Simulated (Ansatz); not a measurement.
A displaced shape of doublet C₂(-):

```csv
atom,x (Å),y (Å),z (Å)
C,0.0016,-0.0170,-0.5867
C,-0.0386,-0.0157,0.6060
```

It was optimised with HF/def2-SVP in Ansatz (development build ahead of 0.2.0) to forces under 0.001 eV/Å, with unrestricted orbitals. Each step stands on the lowest determinant of that kind that the program's search found.

What shape does it relax to, and how does the optimisation go?

```yaml
atoms:
  - { symbol: C, position_ang: [0.0031, -0.0170, -0.6321] }
  - { symbol: C, position_ang: [-0.0401, -0.0156, 0.6514] }
```

Bond lengths: C1–C2 1.284 Å.

```json
{"step": "1", "E − E(start) (eV)": "0.0000", "largest force (eV/Å)": "8.7838"}
{"step": "2", "E − E(start) (eV)": "-0.3670", "largest force (eV/Å)": "0.6046"}
{"step": "3", "E − E(start) (eV)": "-0.3693", "largest force (eV/Å)": "0.0724"}
{"step": "4", "E − E(start) (eV)": "-0.3694", "largest force (eV/Å)": "0.0008"}
```

The optimisation ended after 4 steps with its threshold met. Caution: no diffuse functions for an anion.
